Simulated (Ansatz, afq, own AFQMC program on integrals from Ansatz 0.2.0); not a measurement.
# Breaking Si2–Cl1 in SiBrCl, singlet

```xyz
3

Cl    0.7220    1.4325    0.5421
Si   -0.7702    0.2997   -0.3858
Br    0.0373   -1.7970   -0.1696
```

Products: SiBr (doublet) and Cl (doublet), each relaxed with PBE0/def2-SVP like the molecule; electronic energies without zero-point terms. Determinants: RHF, UHF and UHF in that order.

Basis def2-TZVP. Noble-gas cores (and the filled d shells of Ga–Kr and In–Xe) are frozen. Ansatz 0.2.0 and our own AFQMC program on the same integrals; the CISD trial comes from CCSD amplitudes, and released means the phaseless constraint is let go. ± is one standard error of the sampling. No spin–orbit coupling. The errors of all members are added in quadrature.

No full CI on the walks' own integrals is used here; CCSDT(Q) serves as the reference and is uncertain by about the last step of the cluster series. Each member takes its own surest rung, up to full CI.

The best estimate is CCSD(T) at the basis-set limit (CBS: def2-TZVPP and def2-QZVPP, with their diffuse functions for anions and beside diffuse sets, CCSD(T) itself extrapolated) plus the step from CCSD(T) to CCSDT(Q) in def2-TZVP. Rows without CBS are in def2-TZVP; B2PLYP and the wave-function rows carry a basis error of their own. Core correlation and relativity beyond core potentials are missing, and ± holds the sampling alone.

Cautions: inner d shell frozen; no relativity below Rb; no spin-orbit coupling; SiBrCl (singlet): restricted determinant unstable towards unrestricted (UHF 6 meV lower, ⟨S²⟩ 0.10); SiBr (doublet): the released energies have errors that jump between times, so the bars are unsure, so no released level is given (meV from the phaseless value at times in 1/Eh: 0 ± 3 at 0.24, -5020 ± 5019 at 0.51, -9 ± 3 at 0.99, -23 ± 10 at 1.62, -7 ± 5 at 2.40), though the last usable value meets CCSDT(Q) within the noise, its ph-AFQMC/CISD value lies 16 ± 4 meV above CCSDT(Q).

Best estimate: 437.0 kJ/mol.

```csv
level,bond energy (kJ/mol),error against the best estimate (kJ/mol)
HF,303.3,-133.6
MP2,440.2,3.3
CCSD,401.2,-35.8
CCSD(T),414.2,-22.7
CCSDT,412.8,-24.2
CCSDT(Q),414.0,-23.0
ph-AFQMC/CISD,415.9 ± 0.9,-21.1 ± 0.9
HF/CBS,304.5,-132.5
MP2/CBS,462.0,25.0
CCSD(T)/CBS,437.2,0.3
PBE,438.0,1.0
r2SCAN,432.7,-4.3
PBE0,426.4,-10.6
B3LYP,412.8,-24.2
wB97M-V,445.1,8.2
B2PLYP,420.0,-17.0
```

Correlation beyond CCSD(T) takes off 0.3 kJ/mol. Going to the basis-set limit adds 23.0 kJ/mol at CCSD(T). The perturbative (T) step is worth +13.0 kJ/mol.

Best estimates are given only where the step beyond CCSD(T) is under 0.3 eV and no member's determinant is very poor (T1 over 0.05, or 0.07 for open shells, ⟨S²⟩ too high by 0.3, two states mixed), so the hardest cases are missing from such tables.

The functionals ran in a triple-zeta set and keep a basis error of their own, a few kJ/mol for each bond in atomization energies and more for double hybrids, so close places among them and the extrapolated levels can swap.

CCSDT and higher add their correlation energy to the determinant of the CCSD(T) run, since their own runs factorise the integrals more tightly (a shift of under 2 meV). Each member of a difference takes its own highest rung, so a best estimate needn't equal the limit plus the step of one row. A walk keeps the symmetry of its determinant, which the program's search chose and which needn't be the lowest solution, so a lower state of the same spin and another symmetry isn't excluded.
